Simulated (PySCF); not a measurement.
# BrClF: the cost of one run

Programs: PySCF 2.14.0. All values are calculated, for the isolated system unless a continuum is named. Atoms count from 0, parts from 1.

## 1. The system as given

3 atoms, charge -1, multiplicity 1; geometry: GFN2-xTB. Parts: 1 = atoms 0–1, `ClBr`, charge 0; 2 = atom 2, `[F-]`, charge -1.

## 2. Geometry optimisation at PBE0-D3(BJ)/def2-TZVPD

Job settings and geometry (Å):

```
{"job": {"xc": "PBE0", "basis": "def2-TZVPD", "d3": "d3bj", "grid": 3, "kind": "geom", "shake": 0.01}, "charge": -1, "multiplicity": 1, "parts": [{"atoms": "0-1", "charge": 0, "multiplicity": 1}, {"atoms": "2-2", "charge": -1, "multiplicity": 1}]}
Br     1.176027     0.113357    -0.422577
Cl    -1.170249    -0.054805     0.178084
F      3.132981     0.301631    -0.964001
```

Launch:

```bash
$ OMP_NUM_THREADS=1 python cluster_run.py task.json out
```

This one command runs all jobs of the session in turn.

Q: Estimate the wall time and peak memory of this first job on 1 thread of Arm Neoverse N1, shared host.

About 52 s, with a peak of 0.53 GiB.
